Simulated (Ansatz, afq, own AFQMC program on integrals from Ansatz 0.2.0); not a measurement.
Atomization energy of SiH₄O, singlet

```yaml
atoms:
  - { symbol: O, position_ang: [0.6476, -1.0455, 0.4249] }
  - { symbol: Si, position_ang: [-0.0343, 0.3457, -0.1869] }
  - { symbol: H, position_ang: [0.0659, -1.6373, 0.9099] }
  - { symbol: H, position_ang: [-1.1337, 0.0500, -1.1598] }
  - { symbol: H, position_ang: [1.0600, 1.0754, -0.8814] }
  - { symbol: H, position_ang: [-0.6054, 1.2116, 0.8932] }
```

Connectivity, by distances: OH–SiH3.

Atoms in their ground-state spins without spin–orbit coupling (mostly on UHF) minus the molecule (RHF), without zero-point energy. The geometry is a stationary point, not shown to be a minimum.

Basis def2-TZVP. Only valence electrons are correlated. Integrals, coupled cluster, full CI and functionals: Ansatz 0.2.0; the random walks run on the same integrals in our own AFQMC program. ph-AFQMC/CISD is guided by a CISD state made of CCSD amplitudes; releasing the constraint for a short imaginary time cuts its bias at the price of noise, slowly where states lie close. Uncertainties: one standard error, sampling alone. The errors of all members are added in quadrature.

No full CI on the walks' own integrals is used here; CCSDT(Q) serves as the reference and is uncertain by about the last step of the cluster series. Each member takes its own surest rung, up to full CI.

The best estimate is CCSD(T) at the basis-set limit (CBS: def2-TZVPP and def2-QZVPP, with their diffuse functions for anions and beside diffuse sets, CCSD(T) itself extrapolated) plus the step from CCSD(T) to CCSDT(Q) in def2-TZVP. Rows without CBS are in def2-TZVP; B2PLYP and the wave-function rows carry a basis error of their own. Core correlation and relativity beyond core potentials are missing, and ± holds the sampling alone.

Cautions: SiH₄O (singlet): released walk and highest rung disagree (by 13 meV at 2.40 1/Eh); other spins of the molecule weren't checked.

Best estimate: 463.7 kcal/mol.

| level | atomization energy (kcal/mol) | error against the best estimate (kcal/mol) |
| --- | --- | --- |
| HF | 339.8 | -123.8 |
| MP2 | 444.5 | -19.1 |
| CCSD | 438.8 | -24.9 |
| CCSD(T) | 442.7 | -20.9 |
| CCSDT | 442.4 | -21.2 |
| CCSDT(Q) | 442.7 | -21.0 |
| ph-AFQMC/CISD | 442.9 ± 0.1 | -20.8 ± 0.1 |
| released AFQMC | 442.6 ± 0.2 | -21.1 ± 0.2 |
| HF/CBS | 342.4 | -121.2 |
| MP2/CBS | 466.4 | 2.7 |
| CCSD(T)/CBS | 463.7 | 0.1 |
| PBE | 453.9 | -9.8 |
| r2SCAN | 457.3 | -6.4 |
| PBE0 | 448.6 | -15.1 |
| B3LYP | 456.2 | -7.5 |
| wB97M-V | 460.1 | -3.6 |
| B2PLYP | 452.7 | -11.0 |

Correlation beyond CCSD(T) takes off 0.1 kcal/mol. Going to the basis-set limit adds 21.0 kcal/mol at CCSD(T). The perturbative (T) step is worth +3.9 kcal/mol. The functionals spread over 11.5 kcal/mol; wB97M-V comes nearest and PBE0 is 15.1 kcal/mol too low.

Best estimates are given only where the step beyond CCSD(T) is under 0.3 eV and no member's determinant is very poor (T1 over 0.05, or 0.07 for open shells, ⟨S²⟩ too high by 0.3, two states mixed), so the hardest cases are missing from such tables.

The functionals ran in a triple-zeta set and keep a basis error of their own, a few kJ/mol for each bond in atomization energies and more for double hybrids, so close places among them and the extrapolated levels can swap.

CCSDT and higher add their correlation energy to the determinant of the CCSD(T) run, since their own runs factorise the integrals more tightly (a shift of under 2 meV). Each member of a difference takes its own highest rung, so a best estimate needn't equal the limit plus the step of one row. Released energies are given only where the last usable release times agree within the noise; a slower fall can still hide under it.
